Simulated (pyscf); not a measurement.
# Four-centre exchange: H₂Se + aluminium trichloride (Cl–Al(Cl)–Cl) → Cl–Al(Cl)–SeH + hydrogen chloride (HCl)

Gas phase, singlet surface, charge 0. Bonds broken: Se1–H2, Cl4–Al5. Bonds formed: Se1–Al5, H2–Cl4. Structures and frequencies: ωB97X-D3(BJ)/def2-SVP in PySCF.

Transition state (Å):

```xyz
7

Se    -0.1387    -0.5008     1.4884
H     -1.9124    -0.6057     0.6832
H      0.2066    -1.8512     1.0284
Cl    -2.6711    -0.3373    -0.5257
Al    -0.4071     0.2891    -0.7545
Cl    -0.3722     2.3733    -0.9162
Cl     0.4285    -0.9378    -2.2299
```

One imaginary mode, 403i cm⁻¹; descent along it reached the two sides named, in the forms told below.

```json
[
 {"bond": "Se1–H2", "change": "breaks", "reactant side (Å)": "1.467", "saddle": "1.951", "product side": "2.7"},
 {"bond": "Cl4–Al5", "change": "breaks", "reactant side (Å)": "2.106", "saddle": "2.360", "product side": "2.543"},
 {"bond": "Se1–Al5", "change": "forms", "reactant side (Å)": "2.554", "saddle": "2.393", "product side": "2.319"},
 {"bond": "H2–Cl4", "change": "forms", "reactant side (Å)": "3.5", "saddle": "1.452", "product side": "1.301"}
]
```

Electronic energies relative to the separated reactants (kcal/mol):

```tsv
level	barrier	reaction energy	reverse barrier
ωB97X-D3(BJ)/def2-TZVP	-1.3	+7.1	-8.4
PBE/def2-TZVP	-0.9	+8.0	-8.9
r²SCAN/def2-TZVP	-0.2	+9.1	-9.4
B3LYP-D3(BJ)/def2-TZVP	2.0	+8.9	-6.9
PBE0-D3(BJ)/def2-TZVP	-1.6	+7.7	-9.4
M06-2X/def2-TZVP	2.9	+8.8	-5.9
ωB97M-D3(BJ)/def2-TZVP	4.6	+9.5	-4.9
HF/def2-TZVP	21.5	+11.3	10.2
```

With ωB97M-D3(BJ)/def2-TZVP energies and thermal terms (ideal gas, 1 atm, RRHO with modes under 100 cm⁻¹ raised to 100, one conformer, R ln 2 for rigid chiral ones), in kcal/mol:

```tsv
T (K)	ΔH‡	ΔG‡	ΔH	ΔG
298	3.8	14.3	+9.8	+9.4
600	4.3	24.7	+10.3	+8.8
900	5.1	34.8	+10.7	+7.9
1200	5.9	44.6	+11.0	+6.9
```

On the reactant side the descent ends in an adduct with a Al–Se contact, 22.9 kcal/mol under the separated species and 21.6 kcal/mol under the saddle at ωB97X-D3(BJ)/def2-TZVP. On the product side the descent ends in an adduct with a Al–Cl contact, 10.5 kcal/mol under the separated species and 2.1 kcal/mol under the saddle at ωB97X-D3(BJ)/def2-TZVP. At ωB97X-D3(BJ), PBE, r²SCAN, PBE0-D3(BJ) the saddle lies under the separated reactants, which points to a path from their complex (located at ωB97X-D3(BJ) alone). At ωB97X-D3(BJ), PBE, r²SCAN, B3LYP-D3(BJ), PBE0-D3(BJ), M06-2X, ωB97M-D3(BJ) the saddle lies under the separated products, which points to a path from their complex (located at ωB97X-D3(BJ) alone), and parting the products costs more than the saddle. What is counted as formed (Al–Se) is already present as a longer contact in the reactant adduct; forming that adduct is a step of its own. What is counted as broken (Al–Cl) persists as a longer contact in the product adduct; parting that adduct is a step of its own. This is the saddle that the search found; another between the same sides may lie lower. Elements up to Kr have no core potential and no relativistic terms here.
